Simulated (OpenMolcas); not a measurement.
# CH2FN (SMILES [H]/N=C/F): levels of theory compared

We compute a comparison of 3 runs (HF/STO-3G, M06-2X/3-21G, B3LYP/6-31G*) of CH2FN. 

The results are computed with OpenMolcas 26.06.

7 further runs of the same task are left out: 2 that didn't finish, 5 set aside as unsound or not needed.

### 1 The structure to begin with

The species is CH2FN (5 atoms), meant as a singlet with charge 0. SMILES: `[H]/N=C/F`. The shape is that of a PBE0-D4/def2-TZVP optimisation.

Bond lengths: N1–C2 1.242 Å, C2–F3 1.328 Å, N1–H4 1.016 Å, C2–H5 1.092 Å. Angles: N1–C2–F3 120.0°, N1–C2–H5 129.8°, F3–C2–H5 110.2°, C2–N1–H4 110.6°.

### 2 Energy and gradient at HF/STO-3G (run 1)

calc.input reads:

```
&GATEWAY
  BasLib=$CurrDir
  Coord
  5
  bohr
  N     -1.36041384    -0.85869155    -0.83110155
  C      0.56030380    -0.06519555     0.25945940
  F      2.34779574    -1.67202968     0.98416937
  H     -2.53960294     0.59356298    -1.26101424
  H      1.08621458     1.86326996     0.77025237
  Basis=STO-3G
  Group=NoSym

&SEWARD

&SCF
  Thresholds=1e-10 1e-07 1e-07 1e-05
  PrOrbitals=0

&ALASKA
```

The basis set STO-3G is read from a file made from the Basis Set Exchange's data (not shown).

Started as:

```sh
export MOLCAS_MEM=1860
pymolcas calc.input > calc.log
```

Output:

```text
--- Start Module: gateway ---
[...]
--- Stop Module: gateway /rc=_RC_ALL_IS_WELL_ ---
[...]
      Basis functions           17
[...]
--- Start Module: scf ---
[...]
       Convergence after  13 Iterations
[...]
::    Total SCF energy                               -190.2862429609
[...]
      Total spin, S                                     0.0000000000
[...]
      Total electronic charge=   24.000000
      Total            charge=   -0.000000
[...]
      Dipole Moment (debye):
      Origin of the operator (angstrom)=    0.3468   -0.4738    0.1089
                   X= -6.9537E-02               Y=  2.4274E+00               Z=  2.6440E-01           Total=  2.4428E+00
      Quadrupole Moment (debye*angstrom):
[...]
--- Stop Module: scf /rc=_RC_ALL_IS_WELL_ ---
--- Start Module: alaska ---
[...]
 *              Molecular gradients               *
 **************************************************
  Irreducible representation: a
 ------------------------------------------------------------------------------------------
                              X                       Y                       Z
 ------------------------------------------------------------------------------------------
  N1                2.97156702330614E-02    3.63780158199543E-02    1.98837609162572E-02
  C2               -3.35251877681949E-02   -2.35328276924411E-02   -2.02619579643259E-02
  F3               -1.86379972387343E-02    2.01500328339508E-02   -7.13854107569478E-03
  H4                1.74545245974038E-02   -2.17061175620734E-02    6.31709008335923E-03
  H5                4.99299017645838E-03   -1.12891033993590E-02    1.19964804040340E-03
 ------------------------------------------------------------------------------------------
--- Stop Module: alaska /rc=_RC_ALL_IS_WELL_ ---
[...]
```

Wall time 1.4 s (1 thread of Arm Neoverse V2, shared host); peak memory 0.37 GiB.

### 3 Energy and forces at M06-2X/3-21G (run 2)

mol.xyz reads:

```xyz
5

N     -0.719900    -0.454400    -0.439800
C      0.296500    -0.034500     0.137300
F      1.242400    -0.884800     0.520800
H     -1.343900     0.314100    -0.667300
H      0.574800     0.986000     0.407600
```

job.inp reads:

```
* CH2FN Kohn-Sham DFT
&gateway
baslib=$CurrDir
coord=mol.xyz
basis=3-21G
group=NoSym
&seward
gridinput
Grid=UltraFine
End of Grid
&scf
ksdft=M062X
thresholds=1e-10 1e-07 1e-07 1e-05
prorbitals=1 2
&alaska
```

The basis set 3-21G is read from a file made from the Basis Set Exchange's data (not shown).

Started as:

```sh
export MOLCAS_MEM=1860
pymolcas job.inp > job.log
```

Output:

```text
--- Start Module: gateway ---
[...]
--- Stop Module: gateway /rc=_RC_ALL_IS_WELL_ ---
[...]
      Basis functions           31
[...]
--- Start Module: scf ---
[...]
       Convergence after  13 Iterations
[...]
::    Total KS-DFT energy                            -192.7183391135
[...]
      Total spin, S                                     0.0000000000
[...]
      Total electronic charge=   24.000000
      Total            charge=   -0.000000
[...]
      Dipole Moment (debye):
      Origin of the operator (angstrom)=    0.3468   -0.4738    0.1089
                   X= -4.6933E-01               Y=  3.0721E+00               Z=  1.3761E-01           Total=  3.1108E+00
      Quadrupole Moment (debye*angstrom):
[...]
--- Stop Module: scf /rc=_RC_ALL_IS_WELL_ ---
[...]
--- Start Module: alaska ---
[...]
 *              Molecular gradients               *
 **************************************************
  Irreducible representation: a
 ------------------------------------------------------------------------------------------
                              X                       Y                       Z
 ------------------------------------------------------------------------------------------
  N1                8.30906605198933E-03    2.82823203527194E-03    4.66954046244528E-03
  C2                1.20739484474131E-03   -2.07518701073628E-02   -1.97347454698371E-03
  F3               -2.56736685261654E-02    2.09592755732988E-02   -1.06718054148978E-02
  H4                1.41421946649509E-02   -4.80621474524323E-03    6.69944906655284E-03
  H5                2.01501296451145E-03    1.77057724403751E-03    1.27629043288358E-03
 ------------------------------------------------------------------------------------------
--- Stop Module: alaska /rc=_RC_ALL_IS_WELL_ ---
[...]
```

Wall time 7.2 s (1 thread of Arm Neoverse V2, shared host); peak memory 0.38 GiB.

### 4 Energy and gradient at B3LYP/6-31G(d) (Cartesian functions) (run 3)

geom.xyz reads:

```xyz
5

N     -0.719900    -0.454400    -0.439800
C      0.296500    -0.034500     0.137300
F      1.242400    -0.884800     0.520800
H     -1.343900     0.314100    -0.667300
H      0.574800     0.986000     0.407600
```

job.input reads:

```
* CH2FN Kohn-Sham DFT
&GATEWAY
BASLIB=$CurrDir
COORD=geom.xyz
BASIS=6-31Gs
GROUP=NoSym
&SEWARD
GRIDINPUT
Grid=UltraFine
End of Grid
&SCF
KSDFT=B3LYP
THRESHOLDS=1e-10 1e-07 1e-07 1e-05
PRORBITALS=1 1
&ALASKA
```

The basis set 6-31G* is read from a file made from the Basis Set Exchange's data (not shown).

Started as:

```sh
export MOLCAS_MEM=1860
pymolcas job.input > job.log
```

Output:

```text
--- Start Module: gateway ---
[...]
--- Stop Module: gateway /rc=_RC_ALL_IS_WELL_ ---
[...]
      Basis functions           49
[...]
--- Start Module: scf ---
[...]
       Convergence after  13 Iterations
[...]
::    Total KS-DFT energy                            -193.8730880653
[...]
      Total spin, S                                     0.0000000000
[...]
      Total electronic charge=   24.000000
      Total            charge=   -0.000000
[...]
      Dipole Moment (debye):
      Origin of the operator (angstrom)=    0.3468   -0.4738    0.1089
                   X= -2.2252E-01               Y=  2.6795E+00               Z=  2.1654E-01           Total=  2.6974E+00
      Quadrupole Moment (debye*angstrom):
[...]
--- Stop Module: scf /rc=_RC_ALL_IS_WELL_ ---
[...]
--- Start Module: alaska ---
[...]
 *              Molecular gradients               *
 **************************************************
  Irreducible representation: a
 ------------------------------------------------------------------------------------------
                              X                       Y                       Z
 ------------------------------------------------------------------------------------------
  N1                1.18622681928997E-02    7.46172276316237E-03    7.07581449873818E-03
  C2               -6.16020661655514E-03   -8.24927680769605E-03   -4.22610052554129E-03
  F3               -7.78003455699761E-03    5.35803605202112E-03   -3.35809805339693E-03
  H4                2.70346913252828E-03   -2.98453352607320E-03    1.01466551553986E-03
  H5               -6.25496151840599E-04   -1.58594848145910E-03   -5.06281435318168E-04
 ------------------------------------------------------------------------------------------
--- Stop Module: alaska /rc=_RC_ALL_IS_WELL_ ---
[...]
```

It took 9 s on 1 thread of Arm Neoverse V2, shared host; peak memory 0.38 GiB.

### 5 All runs side by side

```csv
run,level,integration grid,Cartesian functions,energy (Eh),dipole moment (D),HOMO energy (eV),LUMO energy (eV),wall time
1,HF/STO-3G,–,no,-190.286243,2.44,-10.07,8.16,1.4 s
2,M06-2X/3-21G,UltraFine,no,-192.718339,3.11,-9.63,1.65,7.2 s
3,B3LYP/6-31G* (Cartesian functions),UltraFine,yes,-193.873088,2.70,-8.15,0.11,9 s
```

### 6 What came out

| quantity | value |
| --- | --- |
| run 3: total energy | -193.87309 Eh |
| run 3: dipole moment | 2.70 D |
| run 3: HOMO energy | -8.15 eV |
| run 3: LUMO energy | 0.11 eV |
| run 3: HOMO–LUMO gap | 8.26 eV |
| run 3: largest force on an atom | 0.807 eV/Å |

**Reading.** The dipole moment (its size) runs from 2.44 D (HF/STO-3G) to 3.11 D (M06-2X/3-21G). The two ends differ in method and basis. The HOMO–LUMO gap runs from 8.26 eV (B3LYP/6-31G*) to 18.23 eV (HF/STO-3G). Totals of different functionals can't be ranked against each other. In run 1 the basis is minimal, so the values are rough. All runs together took 18 s, the longest 9 s.
